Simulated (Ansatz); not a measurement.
The calculation used DFT, BLYP, plane waves (420 eV) with PAW, scalar-relativistic in Ansatz. (PAW data from PBE, frozen cores regenerated.)

An element in the hcp structure gives this curve. The cell is scaled uniformly from the relaxed one, with fractional coordinates and shape fixed. Energies are extrapolated to zero smearing, pressures are those at the given smearing. Magnetic state: spin not included.

```csv
V (Å³/atom),E − E₀ (meV/atom),P (GPa)
26.269,69.7,7.12
27.463,28.3,4.31
28.658,6.2,1.97
29.852,0.0,0.02
31.046,7.2,-1.60
32.240,25.4,-2.95
33.434,52.7,-4.07
```

Q: Which element is it?
A. yttrium
B. bismuth
C. gadolinium
D. lutetium

A: D. Its fit is V₀ = 29.77 Å³/atom, B₀ = 45 GPa, B₀′ = 3.6.
